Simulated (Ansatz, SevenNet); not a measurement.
For rock-salt LiBr, the machine-learned potential SevenNet-l3i5 (trained on PBE and PBE+U data) gives:

| Quantity | Result |
|---|---|
| elastic constant C11 | 44.3 GPa |
| elastic constant C44 | 17.8 GPa |
| Voigt–Reuss–Hill shear modulus | 15.5 GPa |

Task: What does Hartree–Fock in Ansatz (plane waves, PAW) give for the same quantities?

Result: 
- elastic constant C11: 30.8 GPa (drops by 30 %)
- elastic constant C44: 20.5 GPa (grows by 15 %)
- Voigt–Reuss–Hill shear modulus: 12.6 GPa (shrinks by 19 %)

For comparison: elastic constant C11 39.6 GPa (measured, temperature not stated, not corrected to a static lattice; as tabulated in Harker's crystal data pages); elastic constant C44 19.1 GPa (measured, temperature not stated, not corrected to a static lattice; as tabulated in Harker's crystal data pages).

Changes are worked out from the printed values.

Unless a cell is named, each level is at its own relaxed cell (SevenNet-l3i5 20.98, Hartree–Fock 22.79 Å³/atom).

Ansatz's density-functional and Hartree–Fock values are scalar-relativistic unless marked +SOC, with PAW data made under PBE.

Ansatz is a first-principles code.
